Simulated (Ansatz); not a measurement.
Consider Pd in the fcc (Cu type) structure (space group Fm-3m, No. 225; a = 3.8752 Å).

Calculations: PBEsol/PAW in Ansatz (an electronic-structure program), without spin-orbit coupling.

Now apply this change: every Pd is replaced by Ni, then cell and atoms are relaxed.

Measured lattice parameter a: Pd 3.876 Å (static lattice; corrected from measurement; as listed in Daniel Mejia-Rodriguez, S. B. Trickey, Phys. Rev. B (2018)); Ni 3.508 Å (static lattice; corrected from measurement; as listed in Daniel Mejia-Rodriguez, S. B. Trickey, Phys. Rev. B (2018)).

Task: How well does PBEsol reproduce the measured shift?

Result: With PBEsol the lattice parameter a moves by -0.412 Å (3.875 → 3.463) against -0.368 Å measured.

Other magnetic orders, which the real material may have, were not ruled out. Stability against distortions was not tested. Spin-polarised in the final run: Ni; the other runs are not.
